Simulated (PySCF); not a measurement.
Gas-phase reaction: AlF2OH = AlOH + 2 F

Energies from PySCF (xtb for GFN2), thermal terms from the rigid-rotor harmonic-oscillator model, ideal gas at 1 bar. S°(298 K) at PBE0/def2-TZVP differs from the NASA 1993 table for AlOH (+24 J/mol/K); whether the harmonic model or the table's entry is off was not settled. † marks an energy on the PBE0/def2-TZVP geometry and frequencies; other levels use their own. CCSD(T) freezes the core. Open shells (unrestricted): F (multiplicity 2, electronic degeneracy 6); the rest are closed-shell singlets. GFN2 has no spin-polarisation term. Spin-orbit splitting is ignored; it lowers the true energy and changes the entropy of F. AlF2OH: computed as isolated molecules; such fragments, hydroxides, amides, oligomers or adducts are transient or little studied in the gas. CCSD(T) isn't extrapolated to the basis-set limit; its ΔH°(298 K) is 1030.0 kJ in def2-SVP and 1087.8 kJ in def2-TZVPP. The harmonic model lacks anharmonicity and excited electronic states, which grow with temperature; levels with a mode under 35 cm⁻¹ are left out. Soft modes under 120 cm⁻¹ make the harmonic entropy rough for AlOH.

```csv
level,"ΔE electronic, kJ","ΔH°(298 K), kJ","ΔS°(298 K), J/K","ΔG°(1000 K), kJ"
BLYP/def2-TZVP†,1097,1087,263,820
CCSD(T)/def2-TZVPP†,1098,1088,263,821
GFN2-xTB,1123,1118,232,885
HF/def2-TZVP†,857,847,263,581
M06-2X/def2-TZVP†,1109,1099,263,832
PBE/def2-SVP,1109,1100,247,850
PBE/def2-TZVP†,1118,1108,263,841
PBE0/def2-QZVP†,1093,1083,263,817
PBE0/def2-SVP†,1067,1057,263,791
r2SCAN/def2-TZVP†,1126,1116,263,849
LDA/def2-TZVP†,1261,1252,263,985
```
ΔH° is lowest at HF/def2-TZVP† and highest at LDA/def2-TZVP†. No reference value is set beside these.
